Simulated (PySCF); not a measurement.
**LiMg: energy against distance**

Set-up: Li 6-311G(d,p), Mg 6-311G(d,p); no relativity (PySCF 2.14). Energies in eV from Li + Mg in their ground configurations at the same level. State: ²Σ⁺ (doublet), unpaired electrons σ ↑.

All columns are PBE0. A positive dipole means Li(−)Mg(+).

| R (Å) | E (eV) | μ (D) | Mulliken charge on Li (basis-dependent) | HOMO (eV) | LUMO (eV) | Mayer bond order | ⟨S²⟩ |
| --- | --- | --- | --- | --- | --- | --- | --- |
| 2.658 | -0.167 | -0.98 | 0.07 | -3.44 | -1.44 | 0.80 | 0.77 |
| 2.782 | -0.232 | -0.98 | 0.08 | -3.47 | -1.46 | 0.74 | 0.77 |
| 2.905 | -0.267 | -0.95 | 0.08 | -3.50 | -1.50 | 0.68 | 0.77 |
| 2.998 | -0.279 | -0.92 | 0.08 | -3.52 | -1.53 | 0.64 | 0.77 |
| 3.091 | -0.282 | -0.89 | 0.07 | -3.55 | -1.56 | 0.60 | 0.77 |
| 3.184 | -0.278 | -0.85 | 0.07 | -3.57 | -1.58 | 0.56 | 0.77 |
| 3.307 | -0.265 | -0.80 | 0.07 | -3.60 | -1.60 | 0.50 | 0.76 |
| 3.462 | -0.242 | -0.74 | 0.07 | -3.63 | -1.62 | 0.43 | 0.76 |
| 3.647 | -0.209 | -0.67 | 0.06 | -3.67 | -1.63 | 0.36 | 0.76 |
| 3.895 | -0.166 | -0.58 | 0.05 | -3.71 | -1.62 | 0.27 | 0.76 |

A fit through these points gives, at Re = 3.079 Å, μ = -0.89 D and dμ/dR = 0.376 D/Å; the reduced mass is 5.428 u.

Task: How strong is the fundamental in the double-harmonic approximation, I = 42.26·(dμ/dR)²/μred km/mol?

Result: I = 42.26·(0.376)²/5.428 = 1.10 km/mol at PBE0.

The bond is weak. Basis-set superposition, not corrected here, can be much of De in a small basis, most of all at correlated wavefunction levels. Functionals without a dispersion term scatter widely for such bonds, and LDA overbinds them. The state is the lowest determinant that a PBE0 search found; another state may lie lower at other levels.
